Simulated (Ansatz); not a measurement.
# CH₄SSi: up Jacob's ladder to CCSD(T)

How much do the methods differ for CH₄SSi? The plan is to run it at one geometry with functionals of several rungs and with coupled cluster. The yardstick is the atomisation energy at the CCSD(T) limit.

Method: functionals in def2-TZVPP, the program's frozen cores in correlated methods; program: Ansatz 0.2.0, Gaussian basis.

Plan: LDA (SPW92), PBE-D4, revPBE-D4, BLYP-D4, r2SCAN-D4, B97M-V, PBE0-D4, B3LYP-D4, r2SCANh-D4, r2SCAN0-D4, HSE06-D4, BHLYP-D4, CAM-B3LYP-D4, LC-ωPBE, ωB97X-V, ωB97M-V, B2PLYP, PBE-QIDH; CCSD(T)/def2-SVP; CCSD(T)/def2-TZVPP; MP2/def2-QZVPP; extrapolation to the limit; RPA on PBE.

### 1 Structure used throughout

An earlier PBE0-D4 in a triple-zeta def2 set relaxation fixed the geometry.

SMILES `C1[SiH2]S1`, 7 atoms, charge 0, spin multiplicity 1.

Atoms are counted from 1 here; the program's logs count them from 0.

Bond lengths: C1–Si2 1.839 Å, C1–S3 1.862 Å, C1–H4 1.086 Å, C1–H5 1.086 Å, Si2–S3 2.086 Å, Si2–H6 1.479 Å, Si2–H7 1.479 Å. Angles: Si2–C1–S3 68.6°, Si2–C1–H4 119.9°, Si2–C1–H5 119.9°, S3–C1–H4 113.2°, S3–C1–H5 113.2°, H4–C1–H5 113.6°, C1–Si2–S3 56.2°, C1–Si2–H6 119.3°, C1–Si2–H7 119.3°, S3–Si2–H6 118.8°, S3–Si2–H7 118.8°, H6–Si2–H7 113.2°, C1–S3–Si2 55.2°.

As a file:

```mol
CH4SSi
  3D, bonds by distance, orders not assigned

  7  7  0  0  0  0  0  0  0  0999 V2000
   -0.7077   -0.1241   -0.6044 C   0  0
    0.7284    0.2126    0.4947 Si  0  0
   -0.5580   -1.4119    0.7319 S   0  0
   -0.5445   -0.5216   -1.6014 H   0  0
   -1.6072    0.4780   -0.5191 H   0  0
    0.6530    1.3287    1.4617 H   0  0
    2.0972   -0.0297   -0.0093 H   0  0
  1  2  8  0
  2  3  8  0
  1  4  8  0
  1  5  8  0
  2  6  8  0
  2  7  8  0
  1  3  8  0
M  END
```

### 2 LDA

This LDA is Slater exchange with PW92 correlation.

Contents of in.yaml:

```yaml
crystal:
  periodic: [false, false, false]
  atoms:
    - {symbol: C, position_ang: [-0.707742, -0.124068, -0.604372]}
    - {symbol: Si, position_ang: [0.728362, 0.212624, 0.494695]}
    - {symbol: S, position_ang: [-0.558011, -1.411894, 0.731939]}
    - {symbol: H, position_ang: [-0.544508, -0.521570, -1.601389]}
    - {symbol: H, position_ang: [-1.607156, 0.477986, -0.519051]}
    - {symbol: H, position_ang: [0.653011, 1.328728, 1.461743]}
    - {symbol: H, position_ang: [2.097246, -0.029706, -0.009266]}
basis:
  gaussian: {orbitals: def2-TZVPP}
hamiltonian: {xc: lda}
output: {orbitals: {seedname: orbitals}}
```

Launch:

```console
$ ansatz run in.yaml --threads 2 --pin off --events-out ev --progress --plain --max-ram 4352MiB
```

The runs that follow: PBE-D4 (GGA); revPBE-D4 (GGA); BLYP-D4 (GGA); r2SCAN-D4 (meta-GGA); B97M-V (meta-GGA); B3LYP-D4 (hybrid); r2SCANh-D4 (hybrid); r2SCAN0-D4 (hybrid); HSE06-D4 (hybrid); BHLYP-D4 (hybrid); CAM-B3LYP-D4 (range-separated); LC-ωPBE (range-separated); ωB97X-V (range-separated); ωB97M-V (range-separated); B2PLYP (double hybrid); PBE-QIDH (double hybrid); CCSD(T) in def2-SVP; CCSD(T) in def2-TZVPP; MP2 in def2-QZVPP; RPA on PBE orbitals.

Before running them: what should the planned runs give, taken together? Wanted: atomisation energy, CCSD(T)/CBS; farthest beyond LDA; mean size of error, GGA; mean size of error, meta-GGA; mean size of error, hybrid; mean size of error, range-separated; mean size of error, double hybrid; gap, smallest and largest; T1 diagnostic.

**Answer**, as computed:

```
                               quantity                                                  value
        atomisation energy, CCSD(T)/CBS                                         557.6 kcal/mol
functionals within 2.8 kcal/mol (0.5 %)  PBE0-D4, r2SCANh-D4, HSE06-D4, CAM-B3LYP-D4, PBE-QIDH
                    farthest beyond LDA                              BHLYP-D4 (-15.5 kcal/mol)
                mean size of error, GGA                                           5.9 kcal/mol
           mean size of error, meta-GGA                                           4.7 kcal/mol
             mean size of error, hybrid                                           4.0 kcal/mol
    mean size of error, range-separated                                           3.8 kcal/mol
      mean size of error, double hybrid                                           5.8 kcal/mol
              gap, smallest and largest              4.45 eV (LDA (SPW92)), 11.42 eV (LC-ωPBE)
                          T1 diagnostic                                                 0.0121
triples share of the correlation energy                                                  4.5 %
```

What this shows: The LDA atomisation energy is off by 75.4 kcal/mol (14 %): it overbinds. PBE-D4 misses by +7.2 kcal/mol. Double hybrids carry the basis error of their MP2 part in triple zeta, and no dispersion term here, so their miss is partly the set-up's. By mean error the best rung here is range-separated (3.8 kcal/mol) and the worst beyond LDA is GGA (5.9 kcal/mol). The gap between the best rungs is small, so their order is not settled. The reference freezes the cores and leaves out relativity and excitations past (T), so misses under about 2.8 kcal/mol can't be ranked. Hartree-Fock recovers 73 % of the binding; the rest is correlation. CCSD(T) in def2-SVP is off by -41.4 kcal/mol, more than most functionals: a good method in a small basis is no reference. Orbital gaps span 4.5 to 11.4 eV; exact exchange widens them.
